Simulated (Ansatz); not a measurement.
A calculation with Ansatz (development build ahead of 0.2.0).

```yaml
crystal:
  periodic: [false, false, false]
  atoms:
    - { symbol: C, position_ang: [0.0, 0.0, 0.0] }
    - { symbol: H, position_ang: [1.39553, 0.0, 0.0] }
    - { symbol: H, position_ang: [-2.26861, 0.0, 0.0] }
basis:
  gaussian: { orbitals: "6-31G" }
hamiltonian:
  xc: hf
correlation:
  method: fci
  frozen_orbitals: { C: 1, H: 0 }
```

The input is written out in the form of the current development build from the run's settings.

Results

| Property | Result |
| --- | --- |
| Converged | yes |
| Total energy | -38.79069 hartree |
| State | lowest singlet root, of any spatial symmetry |

Caution: another spin multiplicity may lie lower.
